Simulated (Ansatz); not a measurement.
in.yaml

```yaml
crystal:
  periodic: [false, false, false]
  atoms:
    - {symbol: Ge, position_ang: [0.019165, 0.000000, 1.227623]}
    - {symbol: Ge, position_ang: [0.019165, 0.000000, -1.227623]}
    - {symbol: H, position_ang: [-0.690593, 1.252282, 1.800430]}
    - {symbol: H, position_ang: [-0.690593, -1.252282, 1.800430]}
    - {symbol: H, position_ang: [-0.690593, 1.252282, -1.800430]}
    - {symbol: H, position_ang: [-0.690593, -1.252282, -1.800430]}
basis:
  gaussian: {orbitals: cc-pVDZ}
magnetization: {spin_polarized: false, initial_magnetization: 2}
correlation: {method: ccsd_t, electrons: outside_noble_gas}
output: {forces: true}
```

```sh
$ ansatz run in.yaml --threads 1 --pin off --events-out ev --progress --plain --max-ram 2393MiB
```

Q: Roughly how long does this take on 1 thread of Arm Neoverse V2, shared host, and how much host memory?

A: 10 s wall and 0.26 GiB.

```
826 factors; integrals over basis functions are off by at most 8.6e-4 eV
mean field evaluation 1: about -113006.1180 eV, gradient 1.0e1 eV
mean field evaluation 2: about -113006.1228 eV, gradient 1.0e1 eV
mean field evaluation 4: about -113007.1219 eV, gradient 1.0e0 eV
mean field evaluation 8: about -113007.1321 eV, gradient 2.2e-3 eV
mean field evaluation 16: about -113007.1321 eV, gradient 1.4e-6 eV
mean field -113007.13206210 eV, -4152.9355042969 hartree, gradient 1.4e-6 eV, S^2 2.000000; 0 other end points of the search recorded, 0 dependent functions left out
28 core orbitals not correlated: weight in the atoms' cores, before any rotation towards them, 0.999 or more for the frozen orbitals, at most 0.000 for the correlated occupied ones
reference -113007.13206210 eV, -4152.9355042969 hartree; 7, 5 occupied and 39, 41 virtual orbitals, 826 factors
second order -4.42940246 eV of doubles, -0.06167195 eV of singles
cycle   1  -5.30276043 eV  change   -8.1e-1 eV  update   7.0e-2
cycle   2  -5.59606368 eV  change   -2.9e-1 eV  update   2.6e-2
cycle   3  -5.60913022 eV  change   -1.3e-2 eV  update   7.1e-3
cycle   4  -5.60841471 eV  change    7.2e-4 eV  update   2.5e-3
cycle   5  -5.60800281 eV  change    4.1e-4 eV  update   1.3e-3
cycle   6  -5.60794369 eV  change    5.9e-5 eV  update   5.8e-4
cycle   7  -5.60816536 eV  change   -2.2e-4 eV  update   2.2e-4
cycle   8  -5.60820752 eV  change   -4.2e-5 eV  update   8.6e-5
cycle   9  -5.60816895 eV  change    3.9e-5 eV  update   3.0e-5
cycle  10  -5.60817327 eV  change   -4.3e-6 eV  update   1.2e-5
cycle  11  -5.60817224 eV  change    1.0e-6 eV  update   4.4e-6
cycle  12  -5.60817261 eV  change   -3.7e-7 eV  update   1.7e-6
perturbative correction -0.13649809 eV, -0.0050162122 hartree
the calculation of the forces begins
Total energy: -113012.87673280 eV, -4153.1466170511 hartree
Atom 0 at     0.019165     0.000000     1.227623 Å, force     0.089472    -0.000000     0.246122 eV/Å
Atom 1 at     0.019165     0.000000    -1.227623 Å, force     0.089472    -0.000000    -0.246122 eV/Å
Atom 2 at    -0.690593     1.252282     1.800430 Å, force    -0.044736     0.087512     0.046670 eV/Å
Atom 3 at    -0.690593    -1.252282     1.800430 Å, force    -0.044736    -0.087512     0.046670 eV/Å
Atom 4 at    -0.690593     1.252282    -1.800430 Å, force    -0.044736     0.087512    -0.046670 eV/Å
Atom 5 at    -0.690593    -1.252282    -1.800430 Å, force    -0.044736    -0.087512    -0.046670 eV/Å
Dipole moment:     0.051329     0.000000    -0.000000 e Å
```

Forces (eV/Å):
```
Ge   0.089  0.000  0.246
Ge   0.089  0.000 -0.246
H   -0.045  0.088  0.047
H   -0.045 -0.088  0.047
H   -0.045  0.088 -0.047
H   -0.045 -0.088 -0.047
```
